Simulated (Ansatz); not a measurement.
**Which is lower?**

Two isomers of C$_{2}$H$_{3}$Si (charge -1), closed shell, relaxed at PBE0-D4/def2-TZVPD (vibrations not checked).

A:

C1  (0.156, 0.931, 0.958)
C2  (0.725, -0.281, 0.871)
Si3  (-0.164, 0.344, -0.704)
H4  (-1.513, -0.136, -1.150)
H5  (0.546, 0.890, -1.907)
H6  (0.064, 1.691, 1.735)
(Å)

B:

C1  (0.933, 0.132, 1.295)
C2  (0.288, -0.034, 0.274)
Si3  (-0.536, -0.449, -1.375)
H4  (-1.941, -0.676, -0.799)
H5  (-0.799, 1.004, -1.793)
H6  (1.492, 0.281, 2.189)
(Å)

Ansatz 0.2.0; basis: def2-TZVPPD; cores frozen in the correlated methods. B3LYP uses VWN-RPA correlation.

Q: Which structure is lower at CCSD(T), and by how much? (To be estimated.)

A: By the calculation: B, by 24.42 kcal/mol (electronic energy, against the other). By their contacts, A is C₂H₃Si ([C]1[CH][SiH2]1), total charge -1 and B is C₂H₃Si ([CH][C][SiH2]), total charge -1.

All methods give the same order:

```csv
method,E(B) − E(A) (kcal/mol)
PBE-D4,-21.55
r2SCAN-D4,-21.05
PBE0-D4,-21.65
B3LYP-D4,-26.16
wB97M-V,-23.76
HF,-31.05
MP2,-23.04
CCSD,-26.08
CCSD(T),-24.42
```

No T1 diagnostic of these runs exceeds 0.018.

Labels in which every atom is bracketed show which atoms are joined, not bond orders.
